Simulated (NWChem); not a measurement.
**C3H8O (SMILES CCCO): MP2/6-31++G(d,p) (spherical functions)**

What is the vertical ionisation energy of C3H8O at MP2/6-31++G** (spherical functions)? 

The calculation is run with NWChem 7.3.0.

## 1. The molecule

C3H8O: 12 atoms, total charge 0, spin state singlet. SMILES: `CCCO`. The shape is that of a PBE0-D4/def2-TZVP optimisation. This is one conformer, not always the lowest.

Bond lengths: C1–C2 1.519 Å, C2–C3 1.516 Å, C3–O4 1.412 Å, C1–H5 1.094 Å, C1–H6 1.092 Å, C1–H7 1.093 Å, C2–H8 1.097 Å, C2–H9 1.094 Å, C3–H10 1.101 Å, C3–H11 1.094 Å, O4–H12 0.961 Å. Some angles: C1–C2–C3 112.3°, C2–C3–O4 113.3°, C1–C2–H8 109.7°, C1–C2–H9 110.5°, C3–C2–H8 109.0°, C3–C2–H9 108.6°, C2–C1–H5 111.3°, C2–C1–H6 111.4°, C2–C1–H7 111.1°, C2–C3–H10 109.8°.

## 2. A single-point energy at MP2/6-31++G(d,p) (spherical functions)

mol.nw

```
start mol
memory 2200 mb

geometry units angstroms noautosym nocenter noautoz
  C     -0.969100     1.139200    -0.250500
  C     -0.161900     0.113800     0.526800
  C      0.802100    -0.651000    -0.358500
  O      1.602700    -1.571400     0.351900
  H     -1.556100     0.666100    -1.042600
  H     -1.662800     1.676100     0.399200
  H     -0.316500     1.879500    -0.721400
  H     -0.839700    -0.597900     1.015100
  H      0.408200     0.599300     1.325000
  H      0.247500    -1.152600    -1.166000
  H      1.500700     0.042600    -0.835000
  H      1.022000    -2.198800     0.790000
end

basis "ao basis" spherical bse
  C library 6-31++G**
  O library 6-31++G**
  H library 6-31++G**
end

scf
  thresh 1e-08
  maxiter 80
  print low
end

mp2
  freeze core 4
  tight
end

task mp2 energy
```

Run with:

```console
$ nwchem mol.nw > mol.out
```

The program printed:

```text
[...]
  functions       =   120
[...]
  wavefunction    = RHF
[...]
         Total SCF energy =   -193.132595799558
      One-electron energy =   -520.969506664158
      Two-electron energy =    197.049860832227
 Nuclear repulsion energy =    130.787050032372
        Time for solution =     61.7s
[...]
          Total MP2 energy          -193.758789441189
[...]
```

Run time: 81 s. Hardware: 1 thread of Intel Xeon Platinum 8488C (Sapphire Rapids), shared host; peak memory 0.46 GiB.

## 3. The doublet cation at the same level

input.xyz

```xyz
12

C     -0.969100     1.139200    -0.250500
C     -0.161900     0.113800     0.526800
C      0.802100    -0.651000    -0.358500
O      1.602700    -1.571400     0.351900
H     -1.556100     0.666100    -1.042600
H     -1.662800     1.676100     0.399200
H     -0.316500     1.879500    -0.721400
H     -0.839700    -0.597900     1.015100
H      0.408200     0.599300     1.325000
H      0.247500    -1.152600    -1.166000
H      1.500700     0.042600    -0.835000
H      1.022000    -2.198800     0.790000
```

input.nw

```
start input
memory total 2200 mb
charge 1

geometry noautosym nocenter noautoz
   load input.xyz
end

basis spherical bse
   C library 6-31++G**
   O library 6-31++G**
   H library 6-31++G**
end

scf
   doublet
   uhf
   thresh 1e-08
   maxiter 80
   print low
end

mp2
   freeze core 4
   tight
end

task mp2 energy
```

Run with:

```console
$ nwchem input.nw > input.out
```

The program printed:

```text
[...]
  functions       =   120
[...]
  wavefunction    = UHF
[...]
         Total SCF energy =   -192.785860447109
      One electron energy =   -511.958228580148
      Two electron energy =    188.385318100667
 Nuclear repulsion energy =    130.787050032373
                       Sz =      0.5000
                 Sz(Sz+1) =      0.7500
                      S^2 =      0.7621
[...]
          Total MP2 energy          -193.361849820804
[...]
```

Wall time 4.4 min (1 thread of Intel Xeon Platinum 8488C (Sapphire Rapids), shared host); peak memory 0.46 GiB.

## 4. Outcome

At MP2/6-31++G** (spherical functions), 4 core orbitals frozen:

| quantity | value |
| --- | --- |
| singlet C3H8O: total energy | -193.75879 Eh |
| singlet C3H8O: correlation energy (4 core orbitals frozen) | -626.2 mEh |
| doublet cation: total energy | -193.36185 Eh |
| doublet cation: correlation energy (4 core orbitals frozen) | -576.0 mEh |
| doublet cation: ⟨S²⟩ of the reference determinant | 0.762 |
| vertical ionisation energy (to the doublet cation) | 10.801 eV |

What this shows: The vertical ionisation energy comes to 10.80 eV (249 kcal/mol).
